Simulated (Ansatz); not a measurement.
bcc K, treated with PBEsol (plane waves, PAW; Ansatz, a program for electronic structure).

A relaxed, unreconstructed slab of the (211) face has 6 atoms, two equal faces of 33.326 Å² each and an energy of -9095.6182 eV. A bulk cell of 6 atoms with the same orientation and in-plane k mesh has -9096.1681 eV. Energies are extrapolated to zero smearing.

Run with plane-wave cutoff 500 eV, 8×12×1 k mesh (along the axes of the cell as run), Fermi–Dirac smearing 0.1 eV, scalar-relativistic PAW data made under PBE.

Worked out: γ = (E_slab − N E_bulk per atom)/2A = [-9095.6182 − 6 × (-9096.1681/6)]/(2 × 33.326) = 0.0083 eV/Å². With 16.022 J/m² per eV/Å² this is 0.13 J/m², or 0.27 eV per surface cell and face.
